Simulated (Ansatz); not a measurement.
Al₂H₄S, SMILES [AlH2][S][AlH2], a composite energy at a relaxed geometry

With the Python package of Ansatz (0.2.0).

Notebook, run cell by cell (the value of a cell's last expression is shown):

In [1]:
```python
import itertools

import ansatz as az
from ase import Atoms
from ase.data import atomic_numbers, covalent_radii
import numpy as np
```

In [2]:
```python
BASIS_SET = "def2-SVP"
XC = "r2SCAN"
```

In [3]:
```python
atoms = Atoms(["Al", "S", "Al", "H", "H", "H", "H"], positions=[
    [-1.3715, 0.2618, -0.7382],
    [-0.894, -1.005, 1.0218],
    [1.2664, -0.4367, 0.8519],
    [-1.2977, -0.2849, -2.2316],
    [-1.7978, 1.8338, -0.5402],
    [1.8505, 0.8566, 1.6453],
    [2.3055, -1.2936, -0.0549],
])
system = az.Crystal.molecule_from_ase(atoms)

calc = (
    system.calculation()
    .basis(gaussian=BASIS_SET)
    .functional(XC)
)
symbols = [site.symbol for site in system.cartesian_sites]
start = np.array([site.position_ang for site in system.cartesian_sites], dtype=float)
rep = calc.relax(force_tolerance=0.01).run(threads=1).report
end = np.array(rep["positions_ang"])
radius = [covalent_radii[atomic_numbers[s]] for s in symbols]
span = lambda where, i, j: np.linalg.norm(where[i] - where[j])
bonded = [(i, j) for i, j in itertools.combinations(range(len(symbols)), 2) if min(span(start, i, j), span(end, i, j)) < 1.2 * (radius[i] + radius[j])]
print("pair        before    after (A)")
for i, j in bonded:
    print(f"{symbols[i]}{i}-{symbols[j]}{j}".ljust(10), f"{span(start, i, j):8.4f} {span(end, i, j):8.4f}")
```
```text
pair        before    after (A)
Al0-S1       2.2204   2.1944
Al0-H3       1.5920   1.5841
Al0-H4       1.6408   1.5823
S1-Al2       2.2403   2.1944
Al2-H5       1.6258   1.5823
Al2-H6       1.6237   1.5841
```

In [4]:
```python
minimum = az.Crystal.molecule()
for symbol, place in zip(symbols, end):
    minimum = minimum.atom(symbol, place.tolist())
at_minimum = minimum.calculation()
level = lambda method, basis: at_minimum.basis(gaussian=basis).correlation(method).run(threads=1).report
small, large, cluster = level("mp2", "cc-pVDZ"), level("mp2", "cc-pVTZ"), level("ccsd_t", "cc-pVDZ")
corr = lambda each: (each["free_energy_ev"] - each["reference_energy_ev"]) / 27.211386246
mp2_limit = (27 * corr(large) - 8 * corr(small)) / 19
pieces = {"HF / cc-pVTZ": large["reference_energy_ev"] / 27.211386246, "MP2 correlation, DZ-TZ limit": mp2_limit, "CCSD(T) - MP2 / cc-pVDZ": corr(cluster) - corr(small)}
for name, value in pieces.items():
    print(f"{name:32s} {value:14.6f} Ha")
print(f"{'sum':32s} {sum(pieces.values()):14.6f} Ha")
print("T1 diagnostic", round(cluster["correlation"]["coupled_cluster"]["t1_diagnostic"], 4))
```
```text
HF / cc-pVTZ                        -883.802611 Ha
MP2 correlation, DZ-TZ limit          -0.365490 Ha
CCSD(T) - MP2 / cc-pVDZ               -0.052572 Ha
sum                                 -884.220674 Ha
T1 diagnostic 0.0128
```

Caveats:
- The settings weren't tested for convergence.
- The sum leaves out core correlation, relativity, the Hartree-Fock basis error and zero-point energy; a DZ-TZ extrapolation is rough.
- Inner cores stay frozen, so this is valence correlation.
- For Al to Cl the sets with a tight d function, cc-pV(X+d)Z, are usual.
- Wall time of the script: 88 s on 1 thread of Arm Neoverse V1, with other jobs on the host, peak memory 0.35 GiB.
